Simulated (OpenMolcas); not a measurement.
# CH4B (SMILES [BH]C): ROCCSD/def2-SV(P)

Aim: the energy difference between two shapes of CH4B at ROCCSD/def2-SV(P), from 2 runs. 

The calculation is run with OpenMolcas 26.06.

10 further runs of the same task are left out: 4 that didn't finish, 6 set aside as unsound or not needed.

**1. The structure to begin with**

CH4B: 6 atoms, total charge 0, spin state doublet. SMILES: `[BH]C`. Geometry: relaxed at GFN2-xTB.

Bond lengths: B1–C2 1.553 Å, B1–H3 1.166 Å, C2–H4 1.090 Å, C2–H5 1.093 Å, C2–H6 1.093 Å. Angles: B1–C2–H4 116.5°, B1–C2–H5 109.3°, B1–C2–H6 110.2°, C2–B1–H3 125.0°, H4–C2–H5 107.0°, H4–C2–H6 107.1°, H5–C2–H6 106.1°.

**2. The energy at ROCCSD/def2-SV(P)**

test.inp reads:

```
>>> EXPORT MOLCAS_PRINT=2
&GATEWAY
BasLib = $CurrDir
Coord
6
angstrom
B        0.276430      -1.090010       0.198190
C       -0.277840       0.302350      -0.208390
H        1.183960      -1.267670       0.908810
H       -1.157590       0.307270      -0.852640
H        0.502750       0.863630      -0.728740
H       -0.527710       0.884430       0.682780
Basis = def2-SVP
Group = NoSym
&SEWARD
&SCF
UHF
Spin = 2
PrOrbitals = 1 1
&RASSCF
FileOrb = $Project.UnaOrb
Spin = 2
Nactel = 1 0 0
Inactive = 7
Ras2 = 1
OutOrbitals = Canonical
OrbListing = Few
&MOTRA
JobIph
Frozen = 2
&CCSDT
CCSD
Iterations = 50
Extrapolation = 5 4
```

The basis set def2-SV(P) is read from a file made from the Basis Set Exchange's data (not shown).

Started as:

```console
export MOLCAS_MEM=1860
pymolcas test.inp > test.log
```

The log of the run:

```text
--- Start Module: gateway ---
[...]
--- Stop Module: gateway /rc=_RC_ALL_IS_WELL_ ---
[...]
      Basis functions           36
[...]
       Convergence after  12 Iterations
[...]
::    Total SCF energy                                -64.7452405340
[...]
      Total spin, S                                     0.5012641696
[...]
      Number of active orbitals                  1
[...]
      Spin quantum number                      0.5
[...]
      Active orbitals                            1
[...]
      Number of CSFs                             1
[...]
      Number of root(s) required                 1
[...]
      Convergence after  6 iterations
[...]
      printout of CI-coefficients larger than  0.05 for root  1
      energy=     -64.744171
      conf/sym  1     Coeff  Weight
             1  u   1.00000 1.00000
      Natural orbitals and occupation numbers for root  1
      sym 1:   1.000000
      ************************************************************************************************************************
      *                                                    Final results                                                     *
[...]
::    RASSCF root number  1 Total energy:    -64.74417098
[...]
      Total electronic charge=   15.000000
      Total            charge=   -0.000000
[...]
      Dipole Moment (debye):
      Origin of the operator (angstrom)=   -0.0107   -0.2803   -0.0114
                   X=  4.5278E-02               Y=  8.9731E-01               Z=  4.5693E-02           Total=  8.9962E-01
      Quadrupole Moment (debye*angstrom):
[...]
--- Start Module: motra ---
[...]
      *** WARNING: Default frozen orbitals is overwritten by user input.
      *** Default values:   2
[...]
--- Stop Module: motra /rc=_RC_ALL_IS_WELL_ ---
--- Start Module: ccsdt ---
[...]
      Convergence after                    14  Iterations
      Total energy (diff) :     -64.95486660      -0.00000004
[...]
--- Stop Module: ccsdt /rc=_RC_ALL_IS_WELL_ ---
[...]
```

Wall time 2.8 s (1 thread of Arm Neoverse V2, shared host); peak memory 0.37 GiB.

**3. The distorted shape at the same level**

test.input reads:

```
&GATEWAY
  BasLib = $CurrDir
  Coord
  6
  angstrom
  B        0.233481      -1.135605       0.134443
  C       -0.314696       0.331489      -0.190130
  H        1.220845      -1.274472       0.915758
  H       -1.242130       0.297206      -0.855126
  H        0.534051       0.716063      -0.567618
  H       -0.455197       0.800495       0.633539
  Basis = def2-SVP
  Group = NoSym

&SEWARD

&SCF
  UHF
  Spin = 2
  PrOrbitals = 1 1

&RASSCF
  FileOrb = $Project.UnaOrb
  Spin = 2
  Nactel = 1 0 0
  Inactive = 7
  Ras2 = 1
  OutOrbitals = Canonical
  OrbListing = Few

&MOTRA
  JobIph
  Frozen = 2

&CCSDT
  CCSD
  Iterations = 50
  Extrapolation = 5 4
```

The basis set def2-SV(P) is read from a file made from the Basis Set Exchange's data (not shown).

Started as:

```console
export MOLCAS_MEM=1860
pymolcas test.input > test.log
```

The log of the run:

```text
--- Start Module: gateway ---
[...]
--- Stop Module: gateway /rc=_RC_ALL_IS_WELL_ ---
[...]
      Basis functions           36
[...]
       Convergence after  14 Iterations
[...]
::    Total SCF energy                                -64.7145539898
[...]
      Total spin, S                                     0.5010994046
[...]
      Number of active orbitals                  1
[...]
      Spin quantum number                      0.5
[...]
      Active orbitals                            1
[...]
      Number of CSFs                             1
[...]
      Number of root(s) required                 1
[...]
      Convergence after  6 iterations
[...]
      printout of CI-coefficients larger than  0.05 for root  1
      energy=     -64.713581
      conf/sym  1     Coeff  Weight
             1  u   1.00000 1.00000
      Natural orbitals and occupation numbers for root  1
      sym 1:   1.000000
      ************************************************************************************************************************
      *                                                    Final results                                                     *
[...]
::    RASSCF root number  1 Total energy:    -64.71358108
[...]
      Total electronic charge=   15.000000
      Total            charge=   -0.000000
[...]
      Dipole Moment (debye):
      Origin of the operator (angstrom)=   -0.0424   -0.2951   -0.0249
                   X= -3.8916E-02               Y=  7.5066E-01               Z=  7.8517E-02           Total=  7.5575E-01
      Quadrupole Moment (debye*angstrom):
[...]
--- Start Module: motra ---
[...]
      *** WARNING: Default frozen orbitals is overwritten by user input.
      *** Default values:   2
[...]
--- Stop Module: motra /rc=_RC_ALL_IS_WELL_ ---
--- Start Module: ccsdt ---
[...]
      Convergence after                    13  Iterations
      Total energy (diff) :     -64.92354341      -0.00000009
[...]
--- Stop Module: ccsdt /rc=_RC_ALL_IS_WELL_ ---
[...]
```

It took 2.9 s on 1 thread of Arm Neoverse V2, shared host; peak memory 0.37 GiB.

**4. What came out**

Level: ROCCSD/def2-SV(P), 2 core orbitals frozen.

```
                              quantity         value
             first shape: total energy  -64.95487 Eh
         distorted shape: total energy  -64.92354 Eh
energy change with the atoms displaced      0.852 eV
```

In words: With the atoms displaced the energy rises by 0.85 eV (82.2 kJ/mol). The first shape isn't relaxed at this level, so the change isn't measured from a minimum.
